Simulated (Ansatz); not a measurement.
The input, for Ansatz 0.2.0:

```yaml
crystal:
  periodic: [false, false, false]
  atoms:
    - {symbol: N, position_ang: [0.000000, 0.000000, 1.130338]}
    - {symbol: Al, position_ang: [0.000000, 0.000000, -0.499668]}
    - {symbol: P, position_ang: [0.000000, 0.000000, -2.759714]}
    - {symbol: H, position_ang: [0.000000, 0.000000, 2.129045]}
basis:
  gaussian: {orbitals: 6-31G}
correlation: {method: fic_mrcisd_q, electrons: outside_noble_gas, active_space: {window: {electrons: 2, orbitals: 2}, states: [{multiplicity: 2, weights: [1, 1, 1, 1, 1, 1, 1, 1, 1, 1, 1, 1, 1, 1, 1, 1, 1, 1, 1, 1, 1, 1, 1, 1, 1, 1, 1, 1, 1, 1]}]}}
accuracy: high
```

```sh
$ ansatz run in.yaml --threads 1 --pin off --events-out ev --progress --plain --max-ram 2393MiB
```

Problem. One thing in this input was set wrong on purpose, beside settings that are merely unusual. What is the gravest fault, and what does the program do?

Solution. Impossible set of states or weights. How the run ends: stopped by an error.
```
790 factors; integrals over basis functions are off by at most 3.5e-9 eV
mean field evaluation 1: about -17339.6962 eV, gradient 4.8e1 eV
mean field evaluation 2: about -17339.7023 eV, gradient 4.8e1 eV
mean field evaluation 4: about -17345.6994 eV, gradient 1.2e1 eV
mean field evaluation 8: about -17346.4087 eV, gradient 4.7e-2 eV
mean field evaluation 16: about -17338.0613 eV, gradient 3.5e1 eV
mean field evaluation 32: about -17346.4083 eV, gradient 8.1e-2 eV
mean field evaluation 64: about -17346.4073 eV, gradient 3.8e-1 eV
mean field -17346.40831990 eV, -637.4687479384 hartree, gradient 6.3e-8 eV, S^2 0.000000; 4 other end points of the search recorded, 0 dependent functions left out; unrestricted orbitals would lower it
reference -17346.40831990 eV, -637.4687479384 hartree; 18, 18 occupied and 19, 19 virtual orbitals, 790 factors
Error: 2 electrons in 2 orbitals have no state of multiplicity 2
```
